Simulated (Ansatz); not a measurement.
Species: C2H6O, charge 0, singlet. C2H6O (methoxymethane, SMILES COC).
B3LYP-D3(BJ)/def2-TZVP minimum from Ansatz (a quantum-chemistry and plane-wave program):
```
O
C 1 1.4094
H 2 1.0890 1 107.47
H 2 1.0983 3 109.03 1 120.94
H 2 1.0983 3 109.03 4 118.12
C 1 1.4094 2 112.50 3 -180.00
H 6 1.0890 1 107.47 2 -180.00
H 6 1.0983 7 109.03 1 -120.94
H 6 1.0983 7 109.03 8 -118.12
```
Charge 0, spin multiplicity 1.

Wanted: atomisation energy (electronic, to ground-state atoms), in kcal/mol. Radicals and triplets start from unrestricted determinants; spin-orbit coupling is neglected. CBS(X,Y): correlation extrapolated as X^-3, Hartree-Fock from the larger set. A bracket is a step between two methods taken in the basis named. The functionals are non-relativistic, so their misses hold any scalar relativity. Double hybrids freeze cores in their MP2 part. '+ core + X2C': CCSD(T) terms for core correlation (cc-pwCVTZ) and scalar relativity (cc-pVTZ-DK). Where a partner has so few electrons that a lower coupled-cluster level is exact, that level stands in.

CCSD(T)/CBS(cc-pVTZ,cc-pVQZ) + [CCSDT(Q) - CCSD(T)]/cc-pVDZ + core + X2C (Ansatz) gives 799.5 kcal/mol.

### Question
How far off this value is PBE/def2-TZVPD (Ansatz), in which direction, and which of these levels come nearer: B3LYP/def2-TZVPD, B2PLYP/def2-TZVPD, CCSD(T)/CBS(cc-pVTZ,cc-pVQZ) + core + X2C?

### Answer
PBE gives 809.0 kcal/mol, 9.5 kcal/mol above it. Differences of the others: B3LYP/def2-TZVPD (Ansatz) -5.0; B2PLYP/def2-TZVPD (Ansatz) -11.6; CCSD(T)/CBS(cc-pVTZ,cc-pVQZ) + core + X2C (Ansatz) -0.5 kcal/mol. Nearer than PBE: B3LYP/def2-TZVPD, CCSD(T)/CBS(cc-pVTZ,cc-pVQZ) + core + X2C.
